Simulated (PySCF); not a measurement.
A species of formula C3H4ClN has this rotational fingerprint, computed with PBE0/pcSseg-1 in PySCF (dipole) on a GFN2-xTB geometry, gas phase:

```
Rotational constants : A = 27214, B = 1521, C = 1468 MHz
Dipole components    : |μa| = 1.81 D, |μb| = 0.57 D, |μc| = 0.00 D
Inertial defect      : -6.38 u·Å²
κ                    : -1.00
```

Problem. Which structure is it? (One computed conformer of each.)
A. `[CH2:1]=[N:2]/[CH:3]=[CH:4]/[Cl:5]` with C1–N2–C3–C4 48°
B. `[N:1]#[C:2][CH2:3][CH2:4][Cl:5]` with C2–C3–C4–Cl5 180°

Solution. B. It is N#CCCCl, a near-prolate asymmetric top, point group Cs. The candidates at the same level (rigid rotor, commonest isotopes):

| SMILES | A (MHz) | B (MHz) | C (MHz) | μa (D) | μb (D) | μc (D) | Δ (u·Å²) | point group | rotor |
| --- | --- | --- | --- | --- | --- | --- | --- | --- | --- |
| C=N/C=C/Cl | 24155 | 1678 | 1589 | 1.50 | 1.37 | 0.51 | -4.20 | C1 | near-prolate asymmetric top |
| N#CCCCl | 27214 | 1521 | 1468 | 1.81 | 0.57 | 0.00 | -6.38 | Cs | near-prolate asymmetric top |

`C=N/C=C/Cl` has A 11 % too low. In the right answer the mirror of this Cs structure is the ab plane, so μc vanishes by symmetry. No structure here is proved a minimum.
